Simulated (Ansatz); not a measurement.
Born–Oppenheimer molecular dynamics of AlFH₃N (6 atoms, charge 0, multiplicity 1). It goes on from the last frame of an earlier run, with new velocities.

Theory: RKS r2SCAN-D4/def2-SVP (Ansatz).

```
ensemble             : NVT, Langevin thermostat
time step            : 0.25 fs
steps asked          : 166
set temperature      : 300 K
friction             : 0.02 /fs
temperature schedule : 41 steps to 300 K, then 125 steps to 10 K
seed                 : 967787
```

Frames 0.5 fs apart, positions in Å.

Velocities at 17.5 fs (Å/ps):

```
Al 3.20 2.60 -3.70
H 4.08 -8.23 -29.99
N 0.51 -1.38 -0.65
H 46.83 -25.11 6.20
H -0.20 17.70 2.27
F -9.39 -1.85 2.03
```

```xyz
6
Properties=species:S:1:pos:R:3 time_fs=17.5 energy_less_start_eV=-0.277 T=460
Al -0.142 -0.153 -0.049
H -0.397 -1.177 1.181
N 1.383 -0.156 -0.956
H 2.322 -0.104 -0.475
H 1.458 0.517 -1.729
F -1.278 0.574 -0.951
6
Properties=species:S:1:pos:R:3 time_fs=18 energy_less_start_eV=-0.252 T=405
Al -0.141 -0.152 -0.051
H -0.394 -1.181 1.165
N 1.384 -0.157 -0.957
H 2.343 -0.117 -0.472
H 1.457 0.525 -1.728
F -1.283 0.573 -0.950
6
Properties=species:S:1:pos:R:3 time_fs=18.5 energy_less_start_eV=-0.229 T=380
Al -0.139 -0.151 -0.053
H -0.390 -1.182 1.148
N 1.384 -0.157 -0.957
H 2.359 -0.130 -0.472
H 1.456 0.531 -1.727
F -1.288 0.572 -0.949
6
Properties=species:S:1:pos:R:3 time_fs=19 energy_less_start_eV=-0.217 T=356
Al -0.138 -0.150 -0.054
H -0.385 -1.182 1.132
N 1.385 -0.156 -0.958
H 2.369 -0.144 -0.473
H 1.454 0.536 -1.725
F -1.293 0.572 -0.947
6
Properties=species:S:1:pos:R:3 time_fs=19.5 energy_less_start_eV=-0.223 T=341
Al -0.136 -0.149 -0.056
H -0.379 -1.180 1.116
N 1.387 -0.155 -0.958
H 2.373 -0.158 -0.477
H 1.451 0.541 -1.722
F -1.298 0.571 -0.946
6
Properties=species:S:1:pos:R:3 time_fs=20 energy_less_start_eV=-0.248 T=382
Al -0.135 -0.148 -0.057
H -0.374 -1.176 1.101
N 1.390 -0.154 -0.959
H 2.372 -0.171 -0.484
H 1.449 0.544 -1.718
F -1.303 0.571 -0.945
6
Properties=species:S:1:pos:R:3 time_fs=20.5 energy_less_start_eV=-0.283 T=366
Al -0.133 -0.147 -0.059
H -0.369 -1.173 1.087
N 1.393 -0.152 -0.959
H 2.366 -0.184 -0.494
H 1.447 0.547 -1.714
F -1.308 0.570 -0.944
6
Properties=species:S:1:pos:R:3 time_fs=21 energy_less_start_eV=-0.323 T=434
Al -0.131 -0.147 -0.061
H -0.367 -1.168 1.075
N 1.397 -0.150 -0.959
H 2.355 -0.195 -0.506
H 1.446 0.549 -1.710
F -1.313 0.570 -0.942
6
Properties=species:S:1:pos:R:3 time_fs=21.5 energy_less_start_eV=-0.355 T=467
Al -0.129 -0.147 -0.063
H -0.365 -1.163 1.064
N 1.401 -0.147 -0.959
H 2.341 -0.206 -0.520
H 1.445 0.549 -1.705
F -1.318 0.570 -0.941
6
Properties=species:S:1:pos:R:3 time_fs=22 energy_less_start_eV=-0.366 T=465
Al -0.128 -0.147 -0.065
H -0.363 -1.158 1.053
N 1.405 -0.145 -0.958
H 2.328 -0.216 -0.535
H 1.444 0.548 -1.701
F -1.323 0.570 -0.939
6
Properties=species:S:1:pos:R:3 time_fs=22.5 energy_less_start_eV=-0.354 T=464
Al -0.126 -0.146 -0.067
H -0.362 -1.153 1.043
N 1.409 -0.143 -0.958
H 2.313 -0.227 -0.549
H 1.442 0.549 -1.696
F -1.328 0.570 -0.938
6
Properties=species:S:1:pos:R:3 time_fs=23 energy_less_start_eV=-0.323 T=417
Al -0.123 -0.146 -0.069
H -0.362 -1.149 1.034
N 1.413 -0.141 -0.957
H 2.301 -0.238 -0.562
H 1.439 0.550 -1.693
F -1.333 0.570 -0.937
```

Of the whole run (42 fs, mean temperature of the second half 457 K): The schedule's set-point averaged 106 K over the second half and the system 457 K, so it lags behind the ramp. A run of 0.042 ps of so small a system gives no equilibrium averages.

The run took 6.7 min on 1 thread of Arm Neoverse V2, with other jobs on the host, peak memory 0.11 GiB.
